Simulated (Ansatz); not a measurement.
**Si–BH2, quartet: stretch scan**

Starting geometry (PBE0/def2-TZVP stationary point for this spin, not checked as a minimum):

```yaml
atoms:
  - { symbol: Si, position_ang: [0.0000, 0.0000, 0.6500] }
  - { symbol: B, position_ang: [0.0000, 0.0000, -1.3428] }
  - { symbol: H, position_ang: [0.0000, -1.0760, -1.8539] }
  - { symbol: H, position_ang: [0.0000, 1.0760, -1.8539] }
```

From there B2, H3, H4 move together along the line of the two atoms named below, all else staying in place; atoms are numbered as listed. Energies are in eV, counted from the starting geometry at the same level. Kohn–Sham curves are unrestricted where that lies lower.

Basis 6-31G; Ansatz 0.2.0. Correlated methods freeze the noble-gas cores.

In so small a basis the reference is far from its limit while semilocal and hybrid functionals are nearer theirs (RPA and double hybrids share much of the reference's basis error), so the functionals' errors here hold much of the reference's basis and frozen-core error, which can add to them or hide them.

Full CI is exact within this basis and frozen core; it isn't the basis-set limit.

| distance Si1-B2 (Å) | full CI | PBE | r2SCAN | PBE0 | B3LYP | r2SCAN0 | wB97M-V | B2PLYP | RPA-PBE |
| --- | --- | --- | --- | --- | --- | --- | --- | --- | --- |
| 1.573 | 2.669 | 2.436 | 2.429 | 2.402 | 2.444 | 2.398 | 2.390 | 2.494 | 2.758 |
| 1.755 | 0.752 | 0.660 | 0.641 | 0.632 | 0.667 | 0.622 | 0.631 | 0.680 | 0.814 |
| 1.993 | 0.000 | 0.000 | 0.000 | 0.000 | 0.000 | 0.000 | 0.000 | 0.000 | 0.000 |
| 2.197 | 0.065 | 0.087 | 0.117 | 0.120 | 0.075 | 0.135 | 0.113 | 0.089 | -0.006 |
| 2.465 | 0.495 | 0.502 | 0.567 | 0.580 | 0.471 | 0.610 | 0.561 | 0.521 | 0.318 |
| 2.815 | 1.115 | 1.103 | 1.192 | 1.224 | 1.043 | 1.252 | 1.182 | 1.133 | 0.824 |
| 3.153 | 1.542 | 1.584 | 1.674 | 1.698 | 1.469 | 1.704 | 1.603 | 1.526 | 1.222 |
| 3.630 | 1.841 | 2.055 | 2.095 | 2.070 | 1.808 | 2.047 | 1.925 | 1.799 | 1.597 |
| 4.336 | 1.992 | 2.379 | 2.344 | 2.285 | 2.005 | 2.249 | 2.109 | 1.953 | 1.741 |
| 5.335 | 2.052 | 2.509 | 2.451 | 2.370 | 2.085 | 2.330 | 2.184 | 2.013 | 1.695 |
| 6.728 | 2.067 | 2.546 | 2.475 | 2.391 | 2.103 | 2.348 | 2.205 | 2.028 | 1.633 |
